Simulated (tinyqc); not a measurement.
Worked calculation: Pariser-Parr-Pople SCF with singles CI, for the molecule C=C1C=C1C=O (SMILES; centres numbered as the heavy atoms are written). One step of it, computed by the program tinyqc.

Task: Iteration 2: orbitals and new P. Diagonalise F (the basis is taken as orthonormal) and form P = 2 sum c c over the lowest orbitals.

F (eV):
```
           1C         2C         3C         4C         5C         6O
1C  -5.269682  -4.360292   0.149511   0.756117   0.290371  -0.385708
2C  -4.360292  -5.983573  -3.924338  -3.273740   0.121875   0.126942
3C   0.149511  -3.924338  -6.528075  -4.262342  -0.154622   0.508578
4C   0.756117  -3.273740  -4.262342  -6.639249  -3.621055  -0.086290
5C   0.290371   0.121875  -0.154622  -3.621055  -5.805440  -4.878584
6O  -0.385708   0.126942   0.508578  -0.086290  -4.878584  -9.656874
```

pi electrons, sum of z_r less the charge = 6

Give: orbital energies; P after iteration 2.

Result:

orbital energies (eV): -15.1718  -12.9211  -8.3467  -3.5471  -0.4717  0.5756

P after iteration 2:
```
         1C       2C       3C       4C       5C       6O
1C   1.1532   0.8353  -0.0812  -0.3779  -0.2363   0.2711
2C   0.8353   0.9882   0.4742   0.2645  -0.0855   0.0005
3C  -0.0812   0.4742   0.7475   0.7702   0.1215  -0.3111
4C  -0.3779   0.2645   0.7702   0.9660   0.4375  -0.0367
5C  -0.2363  -0.0855   0.1215   0.4375   0.7357   0.8129
6O   0.2711   0.0005  -0.3111  -0.0367   0.8129   1.4093
```
